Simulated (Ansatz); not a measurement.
Energy needed to pull apart BH₂SCl (SMILES SBCl), singlet, into free ground-state atoms, from the structure below (displaced at random from a GFN2-xTB minimum); no zero-point or spin–orbit terms; open-shell atoms are treated unrestricted, in their ground-state multiplicity.

S1  (-1.272, -0.063, -0.440)
B2  (0.524, -0.136, 0.236)
Cl3  (0.866, -1.809, 0.758)
H4  (-1.068, 1.222, -0.742)
H5  (1.236, 0.446, 0.242)
(Å)

Program: Ansatz 0.2.0. Basis: def2-TZVPP. Cores are frozen in the correlated methods.

```
    method  atomization energy (kJ/mol)
    PBE-D4                            ?
   BLYP-D4                         1455
 r2SCAN-D4                         1484
   PBE0-D4                         1470
r2SCANh-D4                            ?
   wB97M-V                         1480
        HF                         1056
       MP2                         1449
      CCSD                         1379
   CCSD(T)                         1409
```

Problem. What does r2SCANh-D4 give? (Judge from chemistry; the value comes from the calculation.)

Solution. By the calculation: 1473 kJ/mol, which is about 63 kJ/mol more than CCSD(T)/def2-TZVPP.

Problem. What does PBE-D4 give? (To be estimated.)

Solution. The calculation gives: 1497 kJ/mol, which is about 88 kJ/mol more than CCSD(T)/def2-TZVPP.

In triple zeta the MP2 and coupled-cluster atomization energies are still short of their basis limit by a few kcal/mol a bond, whereas those of the functionals are nearly converged, so these differences are not deviations from converged CCSD(T).

The T1 diagnostic stays at or below 0.015.

For scale, one of the runs: CCSD(T)/def2-TZVPP forces, 143 basis functions (an equivalent command: `ansatz run in.yaml --threads 4`). Hardware: 4 CPU threads, shared host. Wall time 26 s; peak host memory 1.4 GiB.
